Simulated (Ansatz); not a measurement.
hcp Co, treated with HSE06 in Ansatz (plane waves, PAW).

Numerical settings: plane-wave cutoff 460 eV, 12×12×8 k mesh (along the axes of the cell as run), Fermi–Dirac smearing 0.05 eV, spin-polarised with parallel moments, scalar-relativistic PAW data made under PBE.

Cell (relaxed at this level):

```
CELL_PARAMETERS angstrom
      1.24713    -2.16009     0.00000
      1.24713     2.16009     0.00000
      0.00000     0.00000     4.44573
ATOMIC_POSITIONS crystal
  Co 0.33333 0.66667 0.25000
  Co 0.66667 0.33333 0.75000
```
Starting moments (μB, in the order of the record's atoms Co Co): 1.8 1.8.

Give the computed magnetic moment per atom (the cell's total over its atoms).


* **magnetic moment per atom (the cell's total over its atoms)**: 2.11 μB

Moments are spin moments.

Ansatz is a first-principles code.
